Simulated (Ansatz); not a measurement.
Working through a ladder of methods at one geometry of C2HClN (charge -1), SMILES N#C[CH-]Cl

With Ansatz 0.2.0 through its Python package.

Typed at the interpreter:
```pycon
>>> from dataclasses import dataclass
>>> import warnings
>>> import ansatz
>>> @dataclass(frozen=True)
... class Options:
...     basis_set: str = 'def2-SVP'
...     charge: int = -1
...
>>> cfg = Options()
>>> warnings.simplefilter('ignore', ansatz.DeckWarning)
>>> molecule = (
...     ansatz.Crystal.molecule()
...     .atom('N', (2.0102, -0.2572, 0.4477))
...     .atom('C', (0.8954, -0.0651, 0.1918))
...     .atom('C', (-0.453, 0.1938, -0.1219))
...     .atom('Cl', (-1.6207, -1.0498, -0.1667))
...     .atom('H', (-0.8319, 1.1782, -0.3509))
... )
>>> job = (
...     molecule.calculation()
...     .basis(gaussian=cfg.basis_set)
...     .charge(cfg.charge)
...     .scf(lower_state_search='light')
... )
>>> methods = ['mp2', 'ccsd', 'ccsd_t']
>>> reports = [job.correlation(m).run(threads=1).report for m in methods]
>>> print(f'Hartree-Fock reference {reports[0]["reference_energy_ev"] / 27.211386246:.6f} Ha')
Hartree-Fock reference -589.968907 Ha
>>> best = reports[-1]['free_energy_ev'] - reports[-1]['reference_energy_ev']
>>> for method, each in zip(methods, reports):
...     gained = each['free_energy_ev'] - each['reference_energy_ev']
...     print(f'{method:8s} total {each["free_energy_ev"] / 27.211386246:.6f} Ha  correlation {gained:9.4f} eV  ({100 * gained / best:.1f} % of the last)')
...
mp2      total -590.513674 Ha  correlation  -14.8239 eV  (92.6 % of the last)
ccsd     total -590.536628 Ha  correlation  -15.4485 eV  (96.6 % of the last)
ccsd_t   total -590.556904 Ha  correlation  -16.0002 eV  (100.0 % of the last)
```

Caveats:
- These settings explore the input space; basis and method may be short of convergence.
- The geometry is a force-field or estimated start, not a minimum of this method, and the basis set is short of its limit. A lower total doesn't mark the better method: functionals have no common bound, and MP2 and coupled cluster aren't variational.
- Inner cores stay frozen, so this is valence correlation.
- Anions want diffuse functions, which this basis lacks.
- Timing: 2.4 s on 1 thread of Intel(R) Xeon(R) Platinum 8559C (Emerald Rapids), with other jobs on the host, peak memory 0.22 GiB.
